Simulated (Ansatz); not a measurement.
**Band gap of KAu(IO₃)₄ (C2, No. 5; cell taken from a computed entry) at several levels of theory**

No measured value is used here.

```json
[
 {"level (code)": "LDA (Ansatz)", "value (eV)": "2.32"},
 {"level (code)": "PBEsol (Ansatz)", "value (eV)": "2.36"},
 {"level (code)": "r²SCAN (Ansatz)", "value (eV)": "2.73"},
 {"level (code)": "r²SCAN+SOC (Ansatz)", "value (eV)": "2.74"}
]
```

Computed values are for a static lattice. Levels without +SOC have no spin–orbit coupling; where heavier elements are present it shifts gaps, mostly down, and can invert bands.  r²SCAN+SOC: the gap is read on the k mesh or supercell of the run alone and can be too large. Values are at the PBEsol cell. Cutoffs and k meshes differ between the levels. Ansatz's density-functional and Hartree–Fock values are scalar-relativistic unless marked +SOC, with PAW data made under PBE.

Ansatz is a first-principles code.
